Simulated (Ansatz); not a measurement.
## HBAl, quartet: the ladder up to full CI

Geometry: a point of a breathe scan, not a stationary point.

| atom | x (Å) | y (Å) | z (Å) |
| --- | --- | --- | --- |
| B | 0.0000 | 0.0000 | 0.2846 |
| Al | 0.0000 | 0.0000 | -1.9085 |
| H | 0.0000 | 0.0000 | 1.6238 |

Basis 6-31G; Ansatz 0.2.0. Correlated methods freeze the noble-gas cores, which leaves 7 electrons in 18 orbitals. R marks a restricted (for open shells ROHF) determinant, U an unrestricted one. Active spaces: pair = (5e, 5o) about the gap; valence = (7e, 9o) chosen from the atoms' valence shells.

Full CI is exact within this basis and frozen core; it isn't the basis-set limit. The frozen core follows each run's orbitals, which can shift R against U totals by a few meV.

For open shells CISD and CISDTQ are restricted-active-space CI with the open shells as a complete middle space.

The UHF ⟨S²⟩ is 3.771. The ⟨S²⟩ of the determinant under UCCSD is 3.773, the T1 diagnostic (RCCSD) is 0.0534 and the largest doubles amplitude (RCCSD) is 0.131. The T1 diagnostic (UCCSD) is 0.0253.

```json
{"level": "RHF", "E − E(full CI) (meV)": "2812", "share of correlation (%)": "0.00", "wall time": "–"}
{"level": "UHF", "E − E(full CI) (meV)": "2715", "share of correlation (%)": "3.45", "wall time": "0.36 s"}
{"level": "RMP2", "E − E(full CI) (meV)": "823", "share of correlation (%)": "70.74", "wall time": "–"}
{"level": "UMP2", "E − E(full CI) (meV)": "764", "share of correlation (%)": "72.83", "wall time": "–"}
{"level": "RCCSD", "E − E(full CI) (meV)": "152", "share of correlation (%)": "94.60", "wall time": "–"}
{"level": "UCCSD", "E − E(full CI) (meV)": "143", "share of correlation (%)": "94.93", "wall time": "–"}
{"level": "RCCSD(T)", "E − E(full CI) (meV)": "49", "share of correlation (%)": "98.27", "wall time": "0.93 s"}
{"level": "UCCSD(T)", "E − E(full CI) (meV)": "45", "share of correlation (%)": "98.39", "wall time": "0.78 s"}
{"level": "BCCD(T)", "E − E(full CI) (meV)": "49", "share of correlation (%)": "98.24", "wall time": "1 s"}
{"level": "RCCSDT", "E − E(full CI) (meV)": "18", "share of correlation (%)": "99.37", "wall time": "–"}
{"level": "UCCSDT", "E − E(full CI) (meV)": "16", "share of correlation (%)": "99.42", "wall time": "–"}
{"level": "CISDTQ", "E − E(full CI) (meV)": "7", "share of correlation (%)": "99.77", "wall time": "6 s"}
{"level": "RCCSDT(Q)", "E − E(full CI) (meV)": "5", "share of correlation (%)": "99.82", "wall time": "2.8 s"}
{"level": "UCCSDT(Q)", "E − E(full CI) (meV)": "4", "share of correlation (%)": "99.85", "wall time": "2.4 s"}
{"level": "RCCSDTQ", "E − E(full CI) (meV)": "1", "share of correlation (%)": "99.96", "wall time": "13 s"}
{"level": "UCCSDTQ", "E − E(full CI) (meV)": "1", "share of correlation (%)": "99.98", "wall time": "13 s"}
{"level": "CASSCF (valence space)", "E − E(full CI) (meV)": "572", "share of correlation (%)": "79.67", "wall time": "–"}
{"level": "NEVPT2 (valence space)", "E − E(full CI) (meV)": "171", "share of correlation (%)": "93.91", "wall time": "2.3 s"}
{"level": "MRCISD (valence space)", "E − E(full CI) (meV)": "18", "share of correlation (%)": "99.36", "wall time": "–"}
{"level": "MRCISD+Q (valence space)", "E − E(full CI) (meV)": "8", "share of correlation (%)": "99.71", "wall time": "3.6 s"}
```

The correlation energy at full CI, counted from RHF, is -2.812 eV. That run took 4.9 s on 1 thread of Arm Neoverse V1, shared host over 331,072 determinants.

Run but not shown, since their state, orbitals or frozen core can't be matched to the reference's or they repeat it: CISD, CASSCF (pair space), MRCISD (pair space), MRCISD+Q (pair space).

Times hold each run's SCF and search for its determinant on a shared host, so for small cases they say little of a method's own cost; they ran on 1 thread of Arm Neoverse V1.

The full-CI state has the irrep A2 of C2v, in the program's axes (one component, if the state is degenerate).

Natural occupations of full CI about the gap: 1.952 1.916 1.009 0.958 0.958 0.058 0.058 0.043 0.024 0.006; effectively unpaired electrons, Σ n²(2−n)², 3.06.
